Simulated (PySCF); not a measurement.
# Identify the compound

The spectra below were simulated for a compound C₅H₄.

¹H NMR (600 MHz, computed): δ 5.56 (td, J = 9.1, 3.8 Hz, 1H), 5.26 (dd, J = 9.1, 2.7 Hz, 2H), 2.65 (dt, J = 3.8, 2.7 Hz, 1H).

¹³C{¹H} NMR (computed): δ 233.5 (C), 90.7 (CH), 81.1 (CH2), 79.7 (CH), 79.5 (C).

Method: shieldings: GIAO PBE0/pcSseg-1, couplings computed with B3LYP/pcJ-1, coordinates at the GFN2-xTB level, in PySCF 2.14.0 with density-fitted response routines (gas phase, single conformer, averaged over atoms made equivalent by symmetry, fast rotation or ring inversion, relativity neglected).

Chemical shifts δ = σref − σ; TMS for ¹H (31.72 ppm), ¹³C (186.93 ppm), all at this level.

Choose the structure that fits.
A. C#CC1C=C1
B. C#CC=C=C
C. C#CCC#C

Answers

B. 

1. Rings plus π bonds: 4 (no ring in the answer).
2. 5 carbon signals for 5 carbons: no two carbons are equivalent.
3. Carbon types of the structure: 2 × C, 2 × CH, 1 × CH2, which accounts for all hydrogens.
4. δC 233.5: central carbon of an allene; the central sp carbon of an allene is among the most deshielded carbons of hydrocarbons.
5. δC 90.7: terminal alkyne carbon; sp carbons lie upfield of alkene carbons because the cylindrical π system leaves one tensor component strongly shielded.
6. δC 81.1, 79.7: terminal carbon of a cumulated C=C=C unit.
7. δC 79.5: alkyne carbon; sp carbons lie upfield of alkene carbons because the cylindrical π system leaves one tensor component strongly shielded.
8. δH 2.65: hydrogen on a terminal alkyne carbon; it lies on the axis of the triple bond, in its shielding cone.

The others: C#CCC#C would give 3 carbon signals, not 5; C#CC1C=C1 would give 4 carbon signals, not 5.

Splittings below 1 Hz are ignored in the labels, and close J values are merged. Shifts are as computed. Against solution values, carbons near 30 ppm lie about +3 ppm off and those near 130 ppm about +5 ppm. Of 1211 compounds with measured shifts, 218 miss one by over three times the rms of a fit or turn the order of signals round; such compounds aren't used in these exercises.
